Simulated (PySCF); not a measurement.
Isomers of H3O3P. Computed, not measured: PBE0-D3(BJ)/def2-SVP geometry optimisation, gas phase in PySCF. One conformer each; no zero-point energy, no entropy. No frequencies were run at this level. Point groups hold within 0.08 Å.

Question: Rank from lowest to highest electronic energy at this level (kJ/mol).
A. `[OH:1][P:2]([OH:3])[OH:4]` with H–O1–P2–O3 92°, O1–P2–O3–H -163°, O1–P2–O4–H 103°
B. `[O:1]=[PH:2]([OH:3])[OH:4]` with O1–P2–O3–H -144°, O1–P2–O4–H 9°

Answer: B (0.0), A (18.5).

As drawn, the lower has a P=O bond, which the higher lacks.

```json
{"SMILES": "O=[PH](O)O", "E (Eh)": "-568.23819", "E rel (kJ/mol)": "0.0", "dipole (D)": "3.45", "point group": "–", "A, B, C (MHz)": "8015, 7524, 4412"}
{"SMILES": "OP(O)O", "E (Eh)": "-568.23114", "E rel (kJ/mol)": "18.5", "dipole (D)": "2.78", "point group": "near C3", "A, B, C (MHz)": "7431, 7317, 4502"}
```

How do the relative energies change in single points at PBE0/pcSseg-1 (no added dispersion term) on the same geometries?

```csv
SMILES,PBE0-D3(BJ)/def2-SVP (kJ/mol),PBE0/pcSseg-1 (kJ/mol),shift
O=[PH](O)O,0.0,0.0,0.0
OP(O)O,18.5,27.7,+9.2
```

Each column counts from its own lowest isomer. The order is unchanged; the largest shift is 9.2 kJ/mol.

As an exercise, what shares would exp(−E/RT) give at 2000 K from these electronic energies alone (no entropy, no degeneracies)?

RT = 16.629 kJ/mol: O=[PH](O)O 75.3 %, OP(O)O 24.7 %.
